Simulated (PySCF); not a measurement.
These 2 structures share the formula [C5H9]+ (charge +1). Method used: PBE0-D3(BJ)/def2-SVP geometry optimisation, gas phase in PySCF 2.14.0. Energies are electronic, without zero-point or thermal terms, for one conformer each. No frequencies were run at this level. Point groups hold within 0.08 Å.

Question: Rank from lowest to highest electronic energy at this level (kJ/mol).
A. `[CH2:1]=[CH:2][CH+:3][CH2:4][CH3:5]` (charge +1) with C1–C2–C3–C4 180°, C2–C3–C4–C5 -1°
B. `C=C[C+](C)C`

Answer: B (0.0), A (40.3).

```csv
SMILES,E (Eh),E rel (kJ/mol),dipole about centre of mass (D),point group,"A, B, C (MHz)"
C=C[C+](C)C,-195.26189,0.0,0.43,–,"8237, 3931, 2751"
C=C[CH+]CC,-195.24653,40.3,2.72,Cs,"14155, 2648, 2292"
```

How do the relative energies change in single points at wB97X-D/def2-SVPD (no added dispersion term) on the same geometries?

| SMILES | PBE0-D3(BJ)/def2-SVP (kJ/mol) | wB97X-D/def2-SVPD (kJ/mol) | shift |
| --- | --- | --- | --- |
| C=C[C+](C)C | 0.0 | 0.0 | 0.0 |
| C=C[CH+]CC | 40.3 | 39.4 | -0.9 |

Each column counts from its own lowest isomer. The order is unchanged; the largest shift is 0.9 kJ/mol.
